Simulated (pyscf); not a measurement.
Structures and frequencies: ωB97X-D3(BJ)/def2-SVP in PySCF.

### Question
PBE/def2-TZVP puts the barrier of `[OH][SiH2][O][SiH3]` + `[FH]` → `[F][SiH2][O][SiH3]` + `[OH2]` (four-centre exchange; singlet surface; O–Si, F–H broken, F–Si, H–O formed) at 0.54 eV and the reaction energy at -0.44 eV, from the separated reactants. What do B3LYP-D3(BJ)/def2-TZVP, M06-2X/def2-TZVP, ωB97M-D3(BJ)/def2-TZVP give on the same structures?

### Answer
B3LYP-D3(BJ): ΔE‡ = 0.70 eV, ΔE = -0.45 eV; M06-2X: ΔE‡ = 0.68 eV, ΔE = -0.43 eV; ωB97M-D3(BJ): ΔE‡ = 0.67 eV, ΔE = -0.44 eV. PBE's barrier lies under all of them, by 0.13 to 0.16 eV. Its reaction energy matches one of them and lies within 0.01 eV of the others. Low barriers are usual for a GGA, whose delocalisation error favours stretched bonds. On the reactant side the descent ends in a bound adduct, 0.38 eV under the separated species and 1.06 eV under the saddle at ωB97X-D3(BJ)/def2-TZVP. On the product side the descent ends in a complex (not fully relaxed), 0.26 eV under the separated species and 1.37 eV under the saddle at ωB97X-D3(BJ)/def2-TZVP. This is the saddle that the search found; another between the same sides may lie lower.
